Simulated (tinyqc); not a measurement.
A ladder of methods, and size consistency: correlation methods against full CI in the sto-6g basis, for H2O, spin multiplicity 1. Computed by the program tinyqc with PySCF. All electrons correlated; +Q is the Davidson correction (1 - c0^2) E_corr. The last columns treat two copies 100 angstrom apart as one system. FCI is the lowest singlet.

Geometry (angstrom):
```
atom,x,y,z
O,0.0000,0.0000,0.0000
H,0.0000,0.8970,0.5860
H,0.0000,-0.8970,0.5860
```

RHF energy of one = -75.657946 hartree

Correlation energies (hartree):
```
method,E_corr of one,share of FCI (%),E_corr of two at 100 angstrom,two minus twice one (mhartree)
MP2,-0.04499,68.833,-0.08997,0.000
CISD,-0.06387,97.723,-0.12293,4.802
CISD+Q,-0.06647,101.706,-0.13180,1.135
CCSD,-0.06512,99.639,-0.13024,0.000
CCSD(T),-0.06525,99.834,-0.13049,0.000
FCI,-0.06535,100.000,-,-
```

What does the comparison show, and why?

MP2 recovers 69 %, CISD 97.7 % and CCSD 99.6 % of the FCI value (c0^2 = 0.959 in CISD). MP2 and coupled cluster are size consistent, so their last column vanishes; CISD loses 4.80 mhartree, since a double excitation on each copy is a quadruple of the pair, and the Davidson correction leaves +1.13.
